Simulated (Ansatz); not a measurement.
**Relative stability**

Two relaxed structures of MgSiH$_{2}$O, singlet (PBE0-D4/def2-TZVP; forces vanish, vibrations not checked).

A:

O1  (-0.784, 0.848, 1.152)
Mg2  (1.965, -1.513, 0.972)
Si3  (0.136, 0.296, -0.128)
H4  (-0.696, -0.945, -0.532)
H5  (-1.574, 0.352, 1.376)
(Å)

B:

```
5
angstrom
O 0.7617 -0.0782 0.2474
Mg 1.5359 -1.0446 1.5665
Si 0.1582 0.7512 -1.0017
H 2.2736 -1.9510 2.7819
H -1.1140 1.3489 -0.3302
```

Computed with Ansatz 0.2.0 (basis: def2-TZVPP); correlated methods freeze the cores. The outer core shell of Li, Na, Mg and K is correlated. The def2 sets are not built for correlating such inner shells, so the correlated values are less sure here. B3LYP uses VWN-RPA correlation.

Task: Which structure is lower at CCSD(T), and by how much? (Judge from chemistry; the value comes from the calculation.)

Result: Computed: B, by 85.8 kJ/mol (electronic energy, against the other). By their contacts, A is MgSiH₂O ([OH][SiH][Mg]) and B is MgSiH₂O ([MgH][O][SiH]).

All methods give the same order:

```tsv
method	E(B) − E(A) (kJ/mol)
PBE-D4	-46.9
r2SCAN-D4	-79.2
PBE0-D4	-60.0
B3LYP-D4	-75.1
wB97M-V	-85.5
HF	-115.3
MP2	-96.5
CCSD	-92.7
CCSD(T)	-85.8
```

No T1 diagnostic of these runs exceeds 0.016. The restricted Hartree–Fock reference is unstable towards an unrestricted one at one or more of these structures. A large double-excitation amplitude points to some diradical character; no triplet was computed.

Labels in which every atom is bracketed show which atoms are joined, not bond orders.

For scale, one of the runs: CCSD(T)/def2-TZVPP, 133 basis functions, launched by `ansatz run in.yaml --threads 2 --pin off --events-out ev --progress --plain --max-ram 4352MiB`. The run took 9.5 s on 2 CPU threads of an Intel Xeon Platinum 8488C (shared host), with 0.75 GiB of host memory at its peak.
